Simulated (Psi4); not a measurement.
# Which level was it?

BSiH5O has 8 atoms, charge 0, and is taken as a singlet. As SMILES, `BO[SiH3]`. The shape was relaxed beforehand at PBE0/def2-TZVP.

```xyz
8

B    -0.4447    0.8447   -1.1897
O     0.3274   -0.0548   -0.5511
Si    0.2726   -0.6835    0.9821
H    -1.3775    1.3498   -0.6201
H    -0.1713    1.1171   -2.3245
H    -0.8518   -0.0804    1.7422
H     1.5635   -0.3828    1.6443
H     0.0904   -2.1497    0.8687
```

A calculation with Psi4 1.11 gave:

The total energy is -392.4367 Eh and the dipole moment is 0.99 D. The lowest harmonic wavenumber is 90 cm⁻¹ and the highest harmonic wavenumber is 2631 cm⁻¹. The zero-point energy is 133.0 kJ/mol. The entropy is 69.9 cal/(mol K).

Which of these levels gave the numbers?
A. PBE-D4/def2-TZVPP (density fitting)
B. wB97M-V/def2-TZVPP (density fitting)
C. PBE0-D4/def2-TZVP (density fitting)
D. B3LYP-D4/def2-TZVPP (density fitting)

C. The others give -392.6131 Eh (wB97M-V/def2-TZVPP (density fitting)), -392.7253 Eh (B3LYP-D4/def2-TZVPP (density fitting)), -392.3958 Eh (PBE-D4/def2-TZVPP (density fitting)).
